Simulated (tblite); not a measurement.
Input of a run (GFN2-xTB geometry optimisation, gas phase (tblite 0.8.0)), started from a force field or distance geometry:
```
{"job": {"kind": "relax", "xc": "GFN2-xTB", "basis": "xTB"}, "charge": 1, "multiplicity": 1}
C     -2.251200     1.244900    -0.213600
C     -1.816500    -0.177200     0.031700
P     -0.377200    -0.434500    -1.038200
C      0.791200    -1.631500    -0.426100
S      1.982100    -0.896700     0.743800
C      2.823700     0.462000    -0.105900
H     -3.369600     1.331100    -0.306200
H     -1.928400     1.917300     0.600100
H     -1.824100     1.586600    -1.187000
H     -2.612400    -0.871200    -0.305100
H     -1.619300    -0.399800     1.095800
H     -0.854400    -0.740700    -2.343900
H      0.261600     0.824600    -1.134000
H      0.304500    -2.513600     0.073300
H      1.394800    -2.011300    -1.271300
H      3.558800     0.935900     0.610900
H      2.112900     1.259400    -0.377200
H      3.414700     0.120900    -0.988200
```

Output (eV, eV/Å):
```
step      E/eV     max force
  0    -543.74951    1.645
  1    -543.90981    0.653
  2    -543.96253    0.488
  3    -543.99587    0.492
  4    -544.02968    0.345
  5    -544.04560    0.333
  6    -544.05557    0.205
  7    -544.06275    0.222
  8    -544.06994    0.211
  9    -544.07892    0.275
 10    -544.08955    0.277
 11    -544.09861    0.220
 12    -544.10537    0.213
 13    -544.11218    0.247
 14    -544.12145    0.286
 15    -544.13347    0.301
 16    -544.14487    0.268
 17    -544.15269    0.196
 18    -544.15840    0.158
 19    -544.16390    0.237
 20    -544.16928    0.248
 21    -544.17392    0.181
 22    -544.17823    0.182
 23    -544.18289    0.176
 24    -544.18823    0.178
 25    -544.19342    0.161
 26    -544.19771    0.141
 27    -544.20173    0.175
 28    -544.20634    0.161
 29    -544.21149    0.189
 30    -544.21689    0.178
 31    -544.22215    0.198
 32    -544.22610    0.234
 33    -544.22931    0.246
 34    -544.23255    0.131
 35    -544.23611    0.107
 36    -544.23889    0.126
 37    -544.24320    0.153
 38    -544.24626    0.144
 39    -544.24926    0.129
 40    -544.25241    0.166
 41    -544.25622    0.199
 42    -544.25901    0.200
 43    -544.26193    0.137
 44    -544.26401    0.100
 45    -544.26745    0.132
 46    -544.26920    0.124
 47    -544.27131    0.090
 48    -544.27232    0.080
 49    -544.27353    0.075
 50    -544.27510    0.082
 51    -544.27708    0.093
 52    -544.27882    0.119
 53    -544.27975    0.144
 54    -544.28130    0.095
 55    -544.28252    0.063
 56    -544.28404    0.092
 57    -544.28484    0.104
 58    -544.28590    0.084
 59    -544.28692    0.074
 60    -544.28824    0.073
 61    -544.28943    0.077
 62    -544.29057    0.085
 63    -544.29137    0.059
 64    -544.29187    0.052
 65    -544.29231    0.052
 66    -544.29286    0.076
 67    -544.29353    0.074
 68    -544.29432    0.072
 69    -544.29531    0.069
 70    -544.29607    0.065
 71    -544.29709    0.084
 72    -544.29822    0.096
 73    -544.29922    0.069
 74    -544.29994    0.055
 75    -544.30062    0.050
 76    -544.30136    0.072
 77    -544.30207    0.073
 78    -544.30272    0.076
 79    -544.30339    0.063
 80    -544.30424    0.047
 81    -544.30496    0.053
 82    -544.30558    0.045
 83    -544.30616    0.052
 84    -544.30671    0.056
 85    -544.30724    0.046
 86    -544.30768    0.043
 87    -544.30804    0.042
 88    -544.30829    0.039
 89    -544.30847    0.039
 90    -544.30862    0.027
 91    -544.30882    0.030
 92    -544.30895    0.026
 93    -544.30904    0.020
 94    -544.30908    0.013
 95    -544.30912    0.014
 96    -544.30919    0.020
 97    -544.30932    0.025
 98    -544.30953    0.035
 99    -544.30981    0.041
100    -544.31008    0.035
101    -544.31026    0.029
102    -544.31041    0.027
103    -544.31060    0.028
104    -544.31084    0.029
105    -544.31105    0.027
106    -544.31118    0.021
107    -544.31126    0.023
108    -544.31134    0.026
109    -544.31144    0.026
110    -544.31152    0.021
111    -544.31157    0.018
112    -544.31162    0.016
113    -544.31169    0.022
114    -544.31180    0.030
115    -544.31193    0.035
116    -544.31205    0.031
117    -544.31217    0.028
118    -544.31231    0.031
119    -544.31252    0.040
120    -544.31277    0.041
121    -544.31300    0.040
122    -544.31318    0.049
123    -544.31339    0.034
124    -544.31371    0.044
125    -544.31408    0.044
126    -544.31432    0.028
127    -544.31445    0.023
128    -544.31450    0.018
129    -544.31454    0.010
130    -544.31456    0.009
```

Question: Summarise the run.

Answer: The energy falls by 54.5 kJ/mol over 130 L-BFGS steps, the largest force on an atom goes from 1.65 to 0.009 eV/Å, and the atoms move by 0.646 Å rms after alignment. The bond that changes most is C6–H16 (S-methyl carbon to methyl hydrogen), which shortens by 0.045 Å. Bonds longer at the end by more than 0.005 Å: 3 of 17; shorter: 12. Among the angles that change most is C4–S5–C6, from 107.8° to 99.4°. Among the dihedrals that turn most is H7–C1–C2–P3, from 137° to 180°. The energy never rose by more than 1e-5 eV on the way. The first step brought 28 % of the lowering.

Question: What are the final bond lengths?

Answer: C1–C2 1.529 Å, C2–P3 1.808 Å, P3–C4 1.814 Å, C4–S5 1.847 Å, S5–C6 1.810 Å, C1–H7 1.087 Å, C1–H8 1.088 Å, C1–H9 1.088 Å, C2–H10 1.096 Å, C2–H11 1.096 Å, P3–H12 1.382 Å, P3–H13 1.375 Å, C4–H14 1.092 Å, C4–H15 1.091 Å, C6–H16 1.086 Å, C6–H17 1.087 Å, C6–H18 1.086 Å. Numbering counts from 1 in the input's order; the species is `CSC[PH2+]CC`.

Its GFN2-xTB frequencies are all real (lowest 46 cm⁻¹).

One conformer stands for the species.

The numbers are calculated, not measured.
